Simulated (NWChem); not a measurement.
Everything below was run with NWChem. System: H4Si, charge 0, spin multiplicity 1, at a geometry optimised with PBE/def2-SVP. The structure started from a generated list of species. Level: CCSD(T)/def2-TZVP, 5 core orbitals frozen.

Job file:

```
start mol
memory heap 100 mb stack 700 mb global 1900 mb
geometry units angstroms nocenter noautoz
  Si     0.000000     0.000000     0.000000
  H      1.227272     0.000000    -0.867828
  H     -1.227272     0.000000    -0.867828
  H      0.000000     1.227272     0.867828
  H      0.000000    -1.227272     0.867828
  symmetry group C2v
end
basis spherical
  * library def2-tzvp
end
scf
  rhf
  nopen 0
  maxiter 100
  thresh 1e-7
  semidirect memsize 60000000 filesize 0
end
tce
  freeze core 5
  ccsd(t)
  2eorb
  2emet 13
  thresh 1e-6
  maxiter 100
  tilesize 24
end
task tce energy
```

Output (cleaned and shortened):

```
             Northwest Computational Chemistry Package (NWChem) 7.3.0
             --------------------------------------------------------

                                NWChem Input Module
                                -------------------

 Scaling coordinates for geometry "geometry" by  1.889725989
 (inverse scale =  0.529177249)

 Turning off AUTOSYM since
 SYMMETRY directive was detected!

                             Geometry "geometry" -> ""
                             -------------------------

 Output coordinates in angstroms (scale by  1.889725989 to convert to a.u.)

  No.       Tag          Charge          X              Y              Z
 ---- ---------------- ---------- -------------- -------------- --------------
    1 Si                  14.0000     0.00000000     0.00000000     0.00000000
    2 H                    1.0000     1.22727200     0.00000000    -0.86782800
    3 H                    1.0000    -1.22727200     0.00000000    -0.86782800
    4 H                    1.0000     0.00000000     1.22727200     0.86782800
    5 H                    1.0000     0.00000000    -1.22727200     0.86782800

 Effective nuclear repulsion energy (a.u.)      21.0086891927

            Nuclear Dipole moment (a.u.)
            ----------------------------
        X                 Y               Z
 ---------------- ---------------- ----------------
     0.0000000000     0.0000000000     0.0000000000

      Symmetry information
      --------------------

 Group name             C2v
 Group number             16
 Group order               4
 No. of unique centers     3

      Symmetry unique atoms

     1    2    4


 Summary of "ao basis" -> "" (spherical)
 ------------------------------------------------------------------------------
       Tag                 Description            Shells   Functions and Types
 ---------------- ------------------------------  ------  ---------------------
 *                         def2-tzvp                  on all atoms

 Summary of "ao basis" -> "ao basis" (spherical)
 ------------------------------------------------------------------------------
       Tag                 Description            Shells   Functions and Types
 ---------------- ------------------------------  ------  ---------------------
 Si                        def2-tzvp                13       37   5s5p2d1f
 H                         def2-tzvp                 4        6   3s1p

                                 NWChem SCF Module
                                 -----------------

  ao basis        = "ao basis"
  functions       =    61
  atoms           =     5
  closed shells   =     9
  open shells     =     0
  charge          =   0.00
  wavefunction    = RHF
  use symmetry    = T
  symmetry adapt  = T

 Summary of "ao basis" -> "ao basis" (spherical)
 ------------------------------------------------------------------------------
       Tag                 Description            Shells   Functions and Types
 ---------------- ------------------------------  ------  ---------------------
 Si                        def2-tzvp                13       37   5s5p2d1f
 H                         def2-tzvp                 4        6   3s1p

      Symmetry analysis of basis
      --------------------------

        a1         26
        a2          5
        b1         15
        b2         15

 Forming initial guess at       0.0s

      Superposition of Atomic Density Guess
      -------------------------------------

 Sum of atomic energies:        -290.83464730
[...]
  ----- ------------  ---------------      ----- ------------  ---------------
    18      1.893164  1 Si px                40     -1.320663  2 H  s
    46      1.320663  3 H  s

 Vector   12  Occ=0.000000D+00  E= 1.424116D-01  Symmetry=a1
              MO Center=  2.3D-10,  3.1D-10,  1.0D-13, r^2= 5.5D+00
   Bfn.  Coefficient  Atom+Function         Bfn.  Coefficient  Atom+Function
  ----- ------------  ---------------      ----- ------------  ---------------
    20      1.893229  1 Si pz                40      0.933881  2 H  s
    46      0.933881  3 H  s                 52     -0.933881  4 H  s
    58     -0.933881  5 H  s

 center of mass
 --------------
 x =   0.00000000 y =   0.00000000 z =   0.00000000

 moments of inertia (a.u.)
 ------------------
          21.683644189977           0.000000000000           0.000000000000
           0.000000000000          21.683644189977           0.000000000000
           0.000000000000           0.000000000000          21.683253242821

  Mulliken analysis of the total density
  --------------------------------------

    Atom       Charge   Shell Charges
 -----------   ------   -------------------------------------------------------
    1 Si  14    13.80   2.00  0.58  1.39  0.82  0.44  4.12  1.73  0.52  1.49  0.40  0.12  0.16  0.02
    2 H    1     1.05   0.24  0.56  0.24  0.01
    3 H    1     1.05   0.24  0.56  0.24  0.01
    4 H    1     1.05   0.24  0.56  0.24  0.01
    5 H    1     1.05   0.24  0.56  0.24  0.01

       Multipole analysis of the density wrt the origin
       ------------------------------------------------

     L   x y z        total         open         nuclear
     -   - - -        -----         ----         -------
     0   0 0 0      0.000000      0.000000     18.000000

     1   1 0 0      0.000000      0.000000      0.000000
     1   0 1 0     -0.000000      0.000000      0.000000
     1   0 0 1     -0.000000      0.000000      0.000000

     2   2 0 0    -12.574524      0.000000     10.757450
     2   1 1 0      0.000000      0.000000      0.000000
     2   1 0 1      0.000000      0.000000      0.000000
     2   0 2 0    -12.574524      0.000000     10.757450
     2   0 1 1     -0.000000      0.000000      0.000000
     2   0 0 2    -12.574538      0.000000     10.757837

                   NWChem Extensible Many-Electron Theory Module
                   ---------------------------------------------


            General Information
            -------------------
      Number of processors :     1
         Wavefunction type : Restricted Hartree-Fock
          No. of electrons :    18
           Alpha electrons :     9
            Beta electrons :     9
           No. of orbitals :   122
            Alpha orbitals :    61
             Beta orbitals :    61
        Alpha frozen cores :     5
         Beta frozen cores :     5
     Alpha frozen virtuals :     0
      Beta frozen virtuals :     0
         Spin multiplicity : singlet
    Number of AO functions :    61
       Number of AO shells :    29
        Use of symmetry is : on
      Symmetry adaption is : on
         Schwarz screening : 0.10D-09

          Correlation Information
          -----------------------
          Calculation type : Coupled-cluster singles & doubles w/ perturbation
   Perturbative correction : (T)
            Max iterations :      100
        Residual threshold : 0.10D-05
     T(0) DIIS level shift : 0.00D+00
     L(0) DIIS level shift : 0.00D+00
     T(1) DIIS level shift : 0.00D+00
     L(1) DIIS level shift : 0.00D+00
     T(R) DIIS level shift : 0.00D+00
     T(I) DIIS level shift : 0.00D+00
   CC-T/L Amplitude update :  5-th order DIIS
                I/O scheme : Global Array Library
        L-threshold :  0.10D-05
        EOM-threshold :  0.10D-05
 no EOMCCSD initial starts read in
 TCE RESTART OPTIONS
 SLICE:      F
 D4D5:       F
 quantumc:   F
 qrotation:  F
 pwtce:      F
 qducc:      F
 nacto:                         0
 nrotv:                         0
 nrot:                          0

            Memory Information
            ------------------
          Available GA space size is     249033079 doubles
          Available MA space size is     104853052 doubles

 Maximum block size supplied by input
 Maximum block size        24 doubles

 tile_dim =     21

 -------------------------------------------------

 Global array virtual files algorithm will be used

 Parallel file system coherency ......... OK

 4-electron integrals stored in orbital form

 v2    file size   =           814553
 4-index algorithm nr.  13 is used
 imaxsize =       30
 imaxsize ichop =        0


CCSD iterations
 ---------------------------------------------------------
 Iter          Residuum       Correlation     Cpu    Wall
 ---------------------------------------------------------
    1   0.1211749201661  -0.1309955718425     0.1     0.1
    2   0.0354502257772  -0.1547276020020     0.1     0.1
    3   0.0123526320576  -0.1601856676429     0.1     0.1
    4   0.0047761074401  -0.1617807110387     0.1     0.1
    5   0.0020351740590  -0.1623121137425     0.1     0.1
    6   0.0003088844943  -0.1626411851732     0.1     0.1
    7   0.0001383884164  -0.1626367432182     0.1     0.1
    8   0.0000688417112  -0.1626398508084     0.1     0.1
    9   0.0000376119695  -0.1626408913417     0.1     0.1
   10   0.0000204557771  -0.1626416136525     0.1     0.1
   11   0.0000018000722  -0.1626424284620     0.1     0.1
   12   0.0000005220907  -0.1626426308141     0.1     0.1
 -----------------------------------------------------------------
 Iterations converged
 CCSD correlation energy / hartree =        -0.162642630814054
 CCSD total energy / hartree       =      -291.419460480747034

 Singles contributions

 Doubles contributions
 CCSD(T)
 Using plain CCSD(T) code
             total no. of tasks          230
 total no. of tasks / no. procs          230
                         wl_min          250           2.5
                         wl_max        74088           6.5
        thresh for no. of tasks          230

 CCSD[T]  correction energy / hartree =        -0.003614857039780
 CCSD[T] correlation energy / hartree =        -0.166257487853834
 CCSD[T] total energy / hartree       =      -291.423075337786827
 CCSD(T)  correction energy / hartree =        -0.003514676691797
 CCSD(T) correlation energy / hartree =        -0.166157307505851
 CCSD(T) total energy / hartree       =      -291.422975157438827

 Task  times  cpu:        3.1s     wall:        3.1s

 Total times  cpu:        3.1s     wall:        3.1s
```
